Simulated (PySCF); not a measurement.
Compound: H2PS (doublet state).
InChI=1S/H2PS/c1-2/h1H2

Level of theory: PySCF 2.14.0, PBE0-D3(BJ)/def2-SVP geometry optimisation, gas phase.

Take the most abundant isotopes and a rigid rotor. 

(1) Give the principal moments of inertia and the rotational constants in cm⁻¹.

(2) What kind of rotor is it?

(3) What does the inertial defect say?

(4) Give the other two planar moments, Paa and Pbb, and the rms extents of the mass along the axes.

(5) Where do the levels up to J = 4 lie, in MHz?

(6) Which types of transition are allowed, and where do some lines up to J = 3 fall?

(7) Estimate the classical rotational partition function at 298.15 K and 500 K.

Answers

(1) Ia = 3.48, Ib = 67.46, Ic = 68.78 u·Å²; 505379 MHz·u·Å²/I gives 145199, 7491 and 7348 MHz, that is A = 4.84333, B = 0.24988, C = 0.24510 cm⁻¹.

(2) A near-prolate asymmetric top; Ray's κ = -0.998.

(3) Not planar: Δ = Ic − Ia − Ib = -2.16 u·Å². For a rigid frame Δ = −2 Σ m c², so Σ m c² = 1.08 u·Å² lies off the ab plane: 0.98 from hydrogen and 0.11 from heavier atoms. The atom farthest from that plane is 0.70 Å away.

(4) Paa = Σ m a² = (Ib + Ic − Ia)/2 = 66.38 and Pbb = Σ m b² = (Ia + Ic − Ib)/2 = 2.40 u·Å². With the mass M = 64.96 u, the rms extents √(P/M) along a, b and c are 1.01, 0.19, 0.13 Å.

(5) Above 0(0,0):
J = 1: 1(0,1) 14839, 1(1,1) 152547, 1(1,0) 152690
J = 2: 2(0,2) 44517, 2(1,2) 182082, 2(1,1) 182512, 2(2,1) 595636, 2(2,0) 595636
J = 3: 3(0,3) 89033, 3(1,3) 226384, 3(1,2) 227244, 3(2,2) 640153, 3(2,1) 640154, 3(3,1) 1329052, 3(3,0) 1329052
J = 4: 4(0,4) 148388, 4(1,4) 285453, 4(1,3) 286886, 4(2,3) 699509, 4(2,2) 699511, 4(3,2) 1388408, 4(3,1) 1388408, 4(4,1) 2352866, 4(4,0) 2352866

(6) The dipole components are |μa| = 1.98 D, |μb| = 0.00 D, |μc| = 0.76 D; the mirror of this Cs structure is the ac plane, so μb vanishes by symmetry and there are no b-type lines. The squared components, which scale the intensities, stand as 1.00 : 0.15 (a : c). Some lines, for components of 0.1 D or more:

```
type  branch         J(Ka,Kc)     MHz  lower level (cm⁻¹)
   a       Q  3(1,2) ← 3(1,3)     860               7.551
   a       R  1(0,1) ← 0(0,0)   14839               0.000
   a       R  2(0,2) ← 1(0,1)   29678               0.495
   a       R  2(1,1) ← 1(1,0)   29821               5.093
   a       R  3(1,3) ← 2(1,2)   44302               6.074
   a       R  3(0,3) ← 2(0,2)   44517               1.485
   a       R  3(2,2) ← 2(2,1)   44517              19.868
   a       R  3(2,1) ← 2(2,0)   44517              19.868
   a       R  3(1,2) ← 2(1,1)   44732               6.088
   c       Q  3(1,3) ← 3(0,3)  137350               2.970
   c       Q  2(1,2) ← 2(0,2)  137565               1.485
   c       Q  1(1,1) ← 1(0,1)  137708               0.495
   c       R  1(1,0) ← 0(0,0)  152690               0.000
   c       R  2(1,1) ← 1(0,1)  167673               0.495
   c       R  3(1,2) ← 2(0,2)  182727               1.485
   c       Q  3(2,2) ← 3(1,2)  412909               7.580
   c       Q  2(2,1) ← 2(1,1)  413124               6.088
   c       R  2(2,0) ← 1(1,0)  442946               5.093
   c       R  2(2,1) ← 1(1,1)  443089               5.088
   c       R  3(2,1) ← 2(1,1)  457642               6.088
   c       R  3(2,2) ← 2(1,2)  458071               6.074
   c       Q  3(3,1) ← 3(2,1)  688898              21.353
   c       R  3(3,1) ← 2(2,1)  733416              19.868
```

(7) Point group Cs, symmetry number σ = 1; q = (√π/σ)·√((kT/h)³/(ABC)), k/h = 20836.6 MHz/K: 9710 at 298.15 K, 21100 at 500 K.

For this open shell read J as N, the rotation without spin; fine and hyperfine splittings come on top. Stationary, but not proved a minimum. ⟨S²⟩ = 0.755 (exact for a doublet: 0.75). Constants of a rigid frame at the computed geometry: no zero-point averaging, no centrifugal distortion.
